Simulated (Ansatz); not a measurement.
How far each method lies from RCCSDTQ for Ge–AsH2⁺, singlet

Geometry: that of the Ge–AsH2, doublet, kept fixed.

```
atom   x (Å)    y (Å)    z (Å)
  Ge  0.0000   0.0000   1.1907
  As  0.0000   0.0000  -1.0996
   H  0.0000   1.1742  -2.0399
   H  0.0000  -1.1742  -2.0399
```

Basis cc-pVDZ; Ansatz 0.2.0. Correlated methods freeze the noble-gas cores and the filled d shells of p-block atoms, which leaves 10 electrons in 36 orbitals. R marks a restricted (for open shells ROHF) determinant, U an unrestricted one. Active spaces: valence = (10e, 10o) chosen from the atoms' valence shells. No spin–orbit coupling is included, and no scalar relativity.

Full CI isn't at hand for all of this; RCCSDTQ serves as the reference, and is uncertain by about the last step of the cluster series. The frozen core follows each run's orbitals, which can shift R against U totals by a few meV for light atoms and by up to 0.1 eV past Ca.

- UHF ⟨S²⟩: 0.384
- T1 diagnostic (RCCSD): 0.0228
- largest doubles amplitude (RCCSD): 0.155

```
                   level  E − E(RCCSDTQ) (meV)  share of correlation (%)     wall time
                     RHF                  5891                      0.00             –
                    RMP2                  1249                     78.80             –
                    CISD                   783                     86.71         1.8 s
                   RCCSD                   288                     95.11             –
                RCCSD(T)                    55                     99.07         3.2 s
                 BCCD(T)                    55                     99.06         2.1 s
                  RCCSDT                    18                     99.69             –
               RCCSDT(Q)                     0                    100.00           6 s
  CASSCF (valence space)                  3262                     44.64             –
  NEVPT2 (valence space)                   778                     86.80          11 s
  MRCISD (valence space)                   215                     96.36             –
MRCISD+Q (valence space)                    15                     99.75  8.5 s (H100)
```

The correlation energy at RCCSDTQ, counted from RHF, is -5.891 eV. That run took 14 s on 2 threads of AMD EPYC 7R13 with a shared H100 80 GB, shared host.

Run but not shown, since their state, orbitals or frozen core can't be matched to the reference's or they repeat it: UHF.

Times hold each run's SCF and search for its determinant on a shared host, so for small cases they say little of a method's own cost; rows without a card ran on 1 thread of AMD EPYC 7R13. Some runs computed forces too.

Natural occupations of CASSCF (valence space) about the gap: 1.986 1.969 1.964 1.930 1.898 0.106 0.054 0.044 0.029 0.020; effectively unpaired electrons, Σ n²(2−n)², 0.13.
